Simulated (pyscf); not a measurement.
A first-order saddle from PySCF, ωB97X-D3(BJ)/def2-SVP:

```xyz
6

Sn     0.3635    -0.7047     0.2558
H      0.3829     0.1571     1.7687
H     -0.5037    -2.1400     0.7249
S     -1.1499     0.5447    -1.2102
H     -2.7971     0.6134    -1.0914
H     -2.5059     1.3691    -0.7484
```
Charge 0, spin multiplicity 1.

Surface: singlet, charge 0. Lowest wavenumbers (cm⁻¹): 1124i, 273, 323, 405, 416.

Question: Name the species on either side of this saddle.

Answer: SnH₂ (SMILES [SnH2]) [singlet] + H₂S (SMILES S) ⇌ S=SnH₂ (SMILES [S]=[SnH2]) + H₂ (SMILES [H][H]), a concerted two-bond exchange read from left to right: H–S, H–S broken and S–Sn, H–H formed. At ωB97M-D3(BJ)/def2-TZVP it lies +45.7 kcal/mol from the left side and +43.8 kcal/mol from the right (each side as separated species at their lowest minima found). On the reactant side the descent ends in an adduct with a S–Sn contact, 15.5 kcal/mol under the separated species and 57.8 kcal/mol under the saddle at ωB97X-D3(BJ)/def2-TZVP. What is counted as formed (S–Sn) is already present as a longer contact in the reactant adduct; forming that adduct is a step of its own. At ωB97X-D3(BJ)/def2-TZVP the barrier from the zero used here is 42.3 kcal/mol. The same reactants have a lower exit, to HS–SnH: [singlet] + H₂ (barrier +1.9 kcal/mol at ωB97M-D3(BJ)/def2-TZVP, against +45.7 kcal/mol here). S=SnH₂ lies 23.9 kcal/mol over its isomer HS–SnH: [singlet] (electronic energy, ωB97M-D3(BJ)/def2-TZVP). One saddle was located; it need not be the lowest between these sides. Elements past Kr carry the def2 core potentials, without spin-orbit coupling.
